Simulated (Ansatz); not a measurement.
Geometry optimisation, RKS PBE0/def2-SVP in Ansatz.

input.yaml

```yaml
crystal:
  periodic: [false, false, false]
  atoms:
    - { symbol: Si, position_ang: [0.423586, -0.261221, -0.399763] }
    - { symbol: O, position_ang: [-0.570503, -0.104163, 2.301664] }
    - { symbol: H, position_ang: [-1.289537, -0.711968, 2.520457] }
    - { symbol: H, position_ang: [0.97253, -0.267307, -1.788779] }
    - { symbol: H, position_ang: [0.501991, 1.112957, 0.151379] }
    - { symbol: H, position_ang: [-0.947331, -0.832416, -0.432978] }
    - { symbol: Cl, position_ang: [1.708476, -1.557463, 0.672494] }
    - { symbol: H, position_ang: [0.234888, -0.609019, 2.550326] }
basis:
  gaussian: { orbitals: def2-SVP }
hamiltonian:
  xc: pbe0
relax:
  f_tol: 0.03
  max_steps: 50
```

Launched with:

```bash
$ ansatz run input.yaml --threads 1 --pin off --max-ram 2048MiB --backend cpu --events-out ev --progress --plain --runs-dir out
```

Q: Where does it end, and by what steps?

A: The run converged. After 6 steps the energy has fallen by 0.023 eV; H3 moved furthest, 0.14 Å.

| step | energy less start (eV) | largest force component (eV/Å) | accepted |
| --- | --- | --- | --- |
| 0 | 0.0000 | 0.659 | yes |
| 1 | 0.0871 | 2.843 | no |
| 2 | -0.0158 | 0.546 | yes |
| 3 | -0.0205 | 0.282 | yes |
| 4 | -0.0219 | 0.167 | yes |
| 5 | -0.0226 | 0.037 | yes |
| 6 | -0.0229 | 0.016 | yes |

```xyz
8
Properties=species:S:1:pos:R:3
Si 0.437 -0.254 -0.420
O -0.605 -0.107 2.424
H -1.253 -0.821 2.446
H 0.966 -0.323 -1.813
H 0.551 1.134 0.090
H -0.957 -0.770 -0.410
Cl 1.662 -1.522 0.702
H 0.233 -0.569 2.555
```

Whether the end is a true minimum wasn't checked by a vibrational analysis.

The run took 17 s on 1 thread of Arm Neoverse V2 (shared host), peak memory 0.14 GiB.
